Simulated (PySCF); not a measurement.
H₂CSiH₂, optimised at PBE/def2-SVP:

```xyz
6

C     -0.9384    -0.0311    -0.0057
Si     0.7824     0.0293    -0.0040
H     -1.5548     0.8793    -0.0714
H     -1.4895    -0.9826     0.0588
H      1.6310    -1.1996     0.0848
H      1.5429     1.3148    -0.0911
```

Energies from PySCF (xtb for GFN2), thermal terms from the rigid-rotor harmonic-oscillator model, ideal gas at 1 bar. 6-31G* has spherical d functions here. All species are closed-shell singlets. B3LYP is the form with VWN-RPA correlation. H₂CSiH₂: computed as isolated molecules; such fragments, hydroxides, amides, oligomers or adducts are transient or little studied in the gas.

Task: List the harmonic frequencies (cm⁻¹, unscaled) at this level and at the other levels, each on its own geometry.

Result: 
- PBE/def2-SVP: 418, 452, 711, 728, 797, 901, 962, 1314, 2201, 2226, 3088, 3192
- B3LYP/6-31G*: 430, 482, 737, 792, 845, 937, 994, 1427, 2287, 2311, 3171, 3256
- GFN2-xTB: 395, 425, 444, 629, 770, 811, 1118, 1412, 2285, 2319, 3077, 3104
- HF/6-31G*: 518, 548, 787, 906, 910, 1015, 1073, 1557, 2430, 2439, 3332, 3415
- PBE0/def2-TZVP: 471, 479, 732, 776, 824, 934, 1006, 1387, 2265, 2285, 3167, 3260
